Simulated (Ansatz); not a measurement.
# Worked example: the enthalpy of formation of N2 (nitrogen)

N2 has 2 atoms, charge 0, and is taken as a singlet. SMILES: `N#N`. Geometry: relaxed at PBE0-D4/def2-TZVP.

```xyz
2

N     0.4655   -0.1503    0.2398
N    -0.4655    0.1503   -0.2398
```

Total energies at MP2/def2-TZVPPD, 2 core orbitals frozen (Ansatz 0.2.0); the atoms run unrestricted:

```
species    state  energy (Eh)
     N2  singlet  -109.361253
      N  quartet   -54.498030
```

Harmonic wavenumbers at PBE0-D4/def2-TZVP, in cm⁻¹: 2484.

Measured heats of formation of the gaseous atoms at 298.15 K, in kJ/mol: N 472.4. Take 1 Eh = 2625.50 kJ/mol, 1 cm⁻¹ = 0.0119627 kJ/mol, RT = 2.479 kJ/mol.

Q: Work out the heat of formation of the gas at 298 K.

A: 
1. Electronic atomisation energy: 2 × (-54.498030) − (-109.361253) = 0.365193 Eh = 958.8 kJ/mol.
2. Zero-point energy: half the sum of the wavenumbers, 1242 cm⁻¹ = 14.9 kJ/mol.
3. Thermal vibrational enthalpy, Σ hcν̃/(exp(hcν̃/kT) − 1): 0.0 kJ/mol. Translation, rotation and pV of a linear molecule: 3.5 RT = 8.7 kJ/mol.
4. The 2 free atoms carry 5/2 RT each: 12.4 kJ/mol.
5. Atomisation enthalpy at 298 K: 958.8 − 14.9 − 0.0 − 8.7 + 12.4 = 947.6 kJ/mol.
6. Sum of the atoms' heats of formation: 944.8 kJ/mol. Heat of formation: 944.8 − 947.6 = -2.8 kJ/mol.

The tabulated value is 0.0 kJ/mol (Active Thermochemical Tables), so this level is off by -2.8 kJ/mol, or 0.3 % of the atomisation enthalpy. Anharmonicity and any spin-orbit splitting of the molecule are left out, and so is core correlation.
